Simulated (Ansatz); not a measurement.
`C=C(F)NC` + H₂ → `C=CF` + CH₃NH₂  (hydrogenolysis of a C–N bond)

Computed with Ansatz on PBE0-D4/def2-TZVP structures; ΔE is electronic, products minus reactants. CCSD(T)/CBS adds triple-zeta CCSD(T) − MP2 to the extrapolated MP2 energy (def2 sets, frozen cores). This one scheme is used for every species. DFT in def2-TZVPP. One conformer a species, not always the lowest.

`C=C(F)NC`:

Z-matrix (Å, degrees):
```
C
N 1 1.451
H 1 1.090 2 108.7
H 1 1.089 2 109.6 3 117.7
H 1 1.098 2 113.2 3 -121.1
C 2 1.370 1 119.4 3 -173.3
H 2 1.008 1 114.1 3 51.0
F 6 1.340 2 111.2 1 45.0
C 6 1.329 2 128.8 1 -138.0
H 9 1.080 6 120.4 2 6.9
H 9 1.079 6 120.2 2 -171.1
```

H₂:

Cartesian coordinates in Å:
```
H 0.213 -0.306 0.018
H -0.213 0.306 -0.018
```

`C=CF`:

Z-matrix (Å, degrees):
```
C
C 1 1.316
H 1 1.081 2 119.2
H 1 1.082 2 121.6 3 -180.0
F 2 1.336 1 122.3 3 180.0
H 2 1.084 1 125.7 3 0.0
```

CH₃NH₂:

Z-matrix (Å, degrees):
```
C
N 1 1.453
H 1 1.092 2 109.4
H 1 1.100 2 115.4 3 -121.6
H 1 1.092 2 109.4 3 116.8
H 2 1.012 1 110.6 3 62.6
H 2 1.012 1 110.6 3 -179.3
```

```
      level  ΔE (kcal/mol)
  CAM-B3LYP           -9.1
HF/def2-SVP          -10.8
```

Q: What does CCSD(T)/CBS give? (Estimate.)

A: Ansatz gave: -9.5 kcal/mol. The listed levels differ from it by 0.4, -1.3 kcal/mol.

Largest T1 diagnostic among the species: 0.012.

From r2SCAN to r2SCAN0 (25 % exact exchange), in def2-TZVPP and without D4, ΔE moves by −1.1 kcal/mol. In def2-TZVPP, CCSD(T) changes the Hartree–Fock value by +4.0 kcal/mol (the triples alone add +1.2 kcal/mol) and MP2 by +5.7 kcal/mol. Leaving LDA and LC-ωPBE aside and taking each functional with its dispersion term where it has one, the values, not all of them listed here, spread over 4.1 kcal/mol, from B2PLYP to revPBE-D4. LDA lies +5.1 kcal/mol from PBE without D4.
